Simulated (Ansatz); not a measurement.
hcp Zn: PBE at its full settings (plane-wave cutoff 520 eV, 24×24×12 k mesh (along the axes of the cell as run), Fermi–Dirac smearing 0.05 eV, scalar-relativistic PAW data made under PBE) and at cheaper ones, in a cell of 2 atoms with Γ-centred meshes.

```tsv
level and setting	lattice constant a (Å)	lattice parameter c (Å)	bulk modulus (GPa)
PBE (Ansatz)	2.645	5.032	62.5
PBE (300 eV cutoff) (Ansatz)	…	…	…
PBE (Γ point alone) (Ansatz)	2.117	4.625	456
PBE (2×2×2 k mesh) (Ansatz)	3.314	3.343	60.6
PBE (4×4×4 k mesh) (Ansatz)	2.662	4.830	80.9
PBE (6×6×6 k mesh) (Ansatz)	2.591	5.487	44.4
PBE (Fermi-Dirac smearing of 0.3 eV) (Ansatz)	2.657	5.012	53.5
```

Some entries are withheld; supply them.


- PBE (300 eV cutoff) (Ansatz, a program for electronic structure), lattice constant a (Å): 2.660
- PBE (300 eV cutoff) (Ansatz), lattice parameter c (Å): 5.009
- PBE (300 eV cutoff) (Ansatz), bulk modulus (GPa): 65.4

Largest shifts from the full settings: lattice constant a +25 % (PBE (2×2×2 k mesh)), against a difference of -0.75 % of the full result from the reference 2.665 Å (measured, 293 K, not corrected to a static lattice, sources range from 2.660 to 2.665; as tabulated in Wikipedia's data pages); lattice parameter c -34 % (PBE (2×2×2 k mesh)), against a difference of +1.74 % of the full result from the reference 4.946 Å (measured, 293 K, not corrected to a static lattice; as tabulated in Wikipedia's data pages); bulk modulus +630 % (PBE (Γ point alone)), against a difference of -10.3 % of the full result from the reference 69.7 GPa (measured, zero-point energy and finite temperature contributions removed, sources range from 64.7 to 69.7; as tabulated in doi:10.1021/acs.jctc.3c00612).

Ansatz's density-functional and Hartree–Fock values are scalar-relativistic unless marked +SOC, with PAW data made under PBE.

Run with cheap settings on purpose, which may leave them unconverged: PBE (2×2×2 k mesh), PBE (300 eV cutoff), PBE (4×4×4 k mesh), PBE (6×6×6 k mesh), PBE (Fermi-Dirac smearing of 0.3 eV), PBE (Γ point alone).
